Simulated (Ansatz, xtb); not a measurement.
## Two isomers of H4OSSi

Structure I is `OS[SiH3]`, a singlet and structure II is `[SiH3]OS`, a singlet. Both are isolated molecules in the gas phase, relaxed with r2SCAN-D4/def2-TZVP; the shapes shown needn't be the lowest conformers.

I (Å):

```xyz
7

O    -1.9825   -0.9298   -0.8567
S    -1.0993   -1.2153    0.5601
Si    0.6399   -2.1183   -0.3039
H    -2.5726   -1.6889   -0.9599
H     1.5163   -2.4065    0.8599
H     1.3127   -1.1982   -1.2525
H     0.2887   -3.3752   -1.0140
```

II (Å):

```xyz
7

O    -0.7586   -2.7618   -0.1976
S    -0.6990   -3.2106   -1.8079
Si    0.1349   -1.4021    0.1921
H    -0.3968   -0.2208   -0.5322
H     1.5626   -1.5954   -0.1542
H    -0.0414   -1.2457    1.6542
H    -1.7354   -2.4655   -2.2516
```

**Question.** Which of the two would you expect CCSD(T)/def2-TZVP electronic energies to favour?

**Answer.** Structure II; the calculation gives E(II) − E(I) = −9.9 kcal/mol.

The same difference at several levels:

| level | geometry | E(II) − E(I) (kcal/mol) | departure from the last row (kcal/mol) | job, with rough time for the two |
| --- | --- | --- | --- | --- |
| GFN2-xTB | GFN2-xTB | −16.5 | −6.6 | optimisation, 0.19 s |
| HF/STO-3G | GFN2-xTB | +5.6 | +15.5 | single point, 0.16 s |
| r2SCAN-D4/def2-SVP | GFN2-xTB | −4.2 | +5.7 | single point, 2 s |
| r2SCAN-D4/def2-TZVP | r2SCAN-D4/def2-TZVP | −7.5 | +2.5 | optimisation, 49 s |
| HF/def2-TZVP | r2SCAN-D4/def2-TZVP | −12.3 | −2.3 | part of the CCSD(T) run |
| MP2/def2-TZVP | r2SCAN-D4/def2-TZVP | −10.3 | −0.4 | part of the CCSD(T) run |
| CCSD(T)/def2-TZVP | r2SCAN-D4/def2-TZVP | −9.9 |  | single point, 17 s |

As drawn, II has 1 O–Si, 1 S–H in place of 1 S–Si, 1 O–H.

HF/STO-3G puts the two in the other order. The largest departure from CCSD(T)/def2-TZVP is that of HF/STO-3G, 15.5 kcal/mol.

With harmonic frequencies from r2SCAN-D4/def2-TZVP (ideal gas, rigid rotor, one conformer each, 298.15 K, 1 atm): on the last row, ΔE + ΔZPE = −10.9, ΔH = −11.0, ΔG = −10.8 kcal/mol.

The correlated steps freeze 11 core orbitals. Codes used: Ansatz 0.2.0, xtb 6.7.1; the last row on 2 threads of Arm Neoverse V1 on a shared host.
